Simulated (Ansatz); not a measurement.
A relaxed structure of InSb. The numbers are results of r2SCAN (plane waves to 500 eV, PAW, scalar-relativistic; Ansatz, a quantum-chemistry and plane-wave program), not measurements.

```cif
data_InSb
_chemical_formula_sum 'In1 Sb1'
_space_group_name_H-M_alt 'P 1'
_space_group_IT_number 1
_cell_length_a 4.63662
_cell_length_b 4.63662
_cell_length_c 4.63662
_cell_angle_alpha 60.000
_cell_angle_beta 60.000
_cell_angle_gamma 60.000
loop_
_space_group_symop_operation_xyz
  'x, y, z'
loop_
_atom_site_label
_atom_site_type_symbol
_atom_site_fract_x
_atom_site_fract_y
_atom_site_fract_z
_atom_site_occupancy
In1 In 0.25000 0.25000 0.25000 1
Sb1 Sb 0.00000 0.00000 0.00000 1
```

Question: Determine the symmetry and give the standard cell with its independent sites.

Answer: Space group F-43m (No. 216); a = b = c = 6.5572 Å, α = β = γ = 90.00°

| atom | site | symmetry | x | y | z |
|---|---|---|---|---|---|
| In | 4d | -43m | 0.7500 | 0.7500 | 0.7500 |
| Sb | 4a | -43m | 0.0000 | 0.0000 | 0.0000 |

This is the zinc blende type.

Question: Give the shortest distances between elements (the closest pairs, up to four, under 3.6 Å).

Answer: In–Sb 2.84 Å.

| Property | Value |
|---|---|
| Volume per atom | 35.24 Å³ |
| Band gap | 0.02 eV, direct at Γ (no spin-orbit coupling) |

No spin polarisation in the result. Spin-orbit coupling is missing; with elements this heavy it can move band edges by tenths of an eV or more.

Measured for InSb: a 6.468 Å (static lattice; corrected from measurement; as listed in Daniel Mejia-Rodriguez, S. B. Trickey, Phys. Rev. B (2018)); gap 0.235 eV (0 K or low temperature; as listed in I. Vurgaftman, J. R. Meyer, L. R. Ram-Mohan, Journal of Applied Physics (2001)). Computed minus measured — a: r2SCAN +1.4 %; gap: r2SCAN -0.21 eV. The computed values are for a static lattice, and a measured gap can be an optical one, lowered by exciton binding.

The run could not lose the symmetry of its start.
